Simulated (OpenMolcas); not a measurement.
# CH2S2 (SMILES C1SS1) at ACPF/ANO-S-VDZP

What is the energy change on altering one bond length of CH2S2 at ACPF/ANO-S-VDZP? 

Program for the calculation: OpenMolcas 26.06.

5 further runs of the same task are left out: 5 set aside as unsound or not needed.

## Step 1: The system as given

CH2S2 has 5 atoms, charge 0, and is taken as a singlet. SMILES: `C1SS1`. The shape is that of a GFN2-xTB optimisation.

Bond lengths: C1–S2 1.790 Å, C1–S3 1.789 Å, S2–S3 2.051 Å, C1–H4 1.083 Å, C1–H5 1.083 Å. Angles: C1–S2–S3 55.0°, S2–C1–S3 69.9°, C1–S3–S2 55.1°, S2–C1–H4 116.0°, S2–C1–H5 116.0°, S3–C1–H4 116.1°, S3–C1–H5 116.1°, H4–C1–H5 115.2°.

## Step 2: The energy at ACPF/ANO-S-VDZP

The input, mol.xyz:

```xyz
5

C     -0.057260     0.239530    -0.254860
S      0.254140    -0.000570     1.491490
S      0.105180    -1.505090     0.105920
H     -1.050740     0.581040    -0.517900
H      0.748670     0.685100    -0.824650
```

The input, calc.inp:

```
* CH2S2 ACPF
&GATEWAY
Coord = mol.xyz
Basis = ANO-S-VDZP
Group = NoSym
&SEWARD
&SCF
PrOrbitals = 1 1
&MOTRA
Frozen = 11
&GUGA
Electrons = 18
Spin = 1
Inactive = 9
Active = 0
CIAll = 1
&CPF
ACPF
```

The run is started by

```sh
export MOLCAS_MEM=1860
pymolcas calc.inp > calc.log
```

Log:

```text
--- Start Module: gateway ---
[...]
--- Stop Module: gateway /rc=_RC_ALL_IS_WELL_ ---
[...]
      Basis functions           60
[...]
       Convergence after  12 Iterations
[...]
::    Total SCF energy                               -834.0838400208
[...]
      Total spin, S                                     0.0000000000
[...]
      *** WARNING: Default frozen orbitals is overwritten by user input.
      *** Default values:  11
[...]
--- Start Module: guga ---
[...]
--- Stop Module: guga /rc=_RC_ALL_IS_WELL_ ---
--- Start Module: cpf ---
[...]
      Active orbitals                            0       0
[...]
      Spin quantum number                      0.0
[...]
     FINAL ACPF ENERGY        -834.52156692
     FINAL CORRELATION ENERGY   -0.43772689  REFERENCE ENERGY    -834.08384002
[...]
      Title:  ACPF natural orbitals
[...]
      Total electronic charge=   40.000000
      Total            charge=    0.000000
[...]
      Dipole Moment (debye):
      Origin of the operator (angstrom)=    0.1346   -0.5642    0.5985
                   X= -2.5541E-01               Y=  1.0694E+00               Z= -1.1356E+00           Total=  1.5806E+00
      Quadrupole Moment (debye*angstrom):
[...]
--- Stop Module: cpf /rc=_RC_ALL_IS_WELL_ ---
[...]
```

Run time: 4.8 s. Hardware: 1 thread of Arm Neoverse V2, shared host; peak memory 0.39 GiB.

## Step 3: The distorted shape at the same level

The input, mol.xyz:

```xyz
5

C     -0.258779     0.128117    -0.112386
S      0.052621    -0.111983     1.633964
S     -0.096339    -1.616503     0.248394
H     -1.252259     0.469627    -0.375426
H      0.748670     0.685100    -0.824650
```

The input, calc.inp:

```
* CH2S2 ACPF
&GATEWAY
COORD=mol.xyz
BASIS=ANO-S-VDZP
GROUP=NoSym
&SEWARD
&SCF
PRORBITALS=1 1
&MOTRA
FROZEN=11
&GUGA
ELECTRONS=18
SPIN=1
INACTIVE=9
ACTIVE=0
CIALL=1
&CPF
ACPF
```

The run is started by

```sh
export MOLCAS_MEM=1860
pymolcas calc.inp > calc.log
```

Log:

```text
--- Start Module: gateway ---
[...]
--- Stop Module: gateway /rc=_RC_ALL_IS_WELL_ ---
[...]
      Basis functions           60
[...]
       Convergence after  12 Iterations
[...]
::    Total SCF energy                               -834.0509820399
[...]
      Total spin, S                                     0.0000000000
[...]
      *** WARNING: Default frozen orbitals is overwritten by user input.
      *** Default values:  11
[...]
--- Start Module: guga ---
[...]
--- Stop Module: guga /rc=_RC_ALL_IS_WELL_ ---
--- Start Module: cpf ---
[...]
      Active orbitals                            0       0
[...]
      Spin quantum number                      0.0
[...]
     FINAL ACPF ENERGY        -834.49591267
     FINAL CORRELATION ENERGY   -0.44493063  REFERENCE ENERGY    -834.05098204
[...]
      Title:  ACPF natural orbitals
[...]
      Total electronic charge=   40.000000
      Total            charge=    0.000000
[...]
      Dipole Moment (debye):
      Origin of the operator (angstrom)=   -0.0643   -0.6742    0.7392
                   X= -2.7048E-01               Y=  9.4758E-01               Z= -1.0019E+00           Total=  1.4053E+00
      Quadrupole Moment (debye*angstrom):
[...]
--- Stop Module: cpf /rc=_RC_ALL_IS_WELL_ ---
[...]
```

It took 5.1 s on 1 thread of Arm Neoverse V2, shared host; peak memory 0.39 GiB.

## Step 4: Results

Level: ACPF/ANO-S-VDZP, 11 core orbitals frozen.

| quantity | value |
| --- | --- |
| first shape: total energy | -834.52157 Eh |
| first shape: dipole moment (mean-field density) | 1.78 D |
| first shape: HOMO energy (Hartree–Fock orbitals) | -9.01 eV |
| first shape: LUMO energy (Hartree–Fock orbitals) | 1.85 eV |
| first shape: HOMO–LUMO gap (Hartree–Fock orbitals) | 10.86 eV |
| first shape: correlation energy (11 core orbitals frozen) | -437.7 mEh |
| distorted shape: total energy | -834.49591 Eh |
| distorted shape: dipole moment (mean-field density) | 1.60 D |
| distorted shape: HOMO energy (Hartree–Fock orbitals) | -9.04 eV |
| distorted shape: LUMO energy (Hartree–Fock orbitals) | 1.83 eV |
| distorted shape: HOMO–LUMO gap (Hartree–Fock orbitals) | 10.86 eV |
| distorted shape: correlation energy (11 core orbitals frozen) | -444.9 mEh |
| energy change with the C1–H5 bond stretched from 1.083 to 1.354 Å | 0.698 eV |

In words: With the C1–H5 bond stretched from 1.083 to 1.354 Å the energy rises by 0.70 eV (67.4 kJ/mol). The first shape isn't relaxed at this level, so the change isn't measured from a minimum.
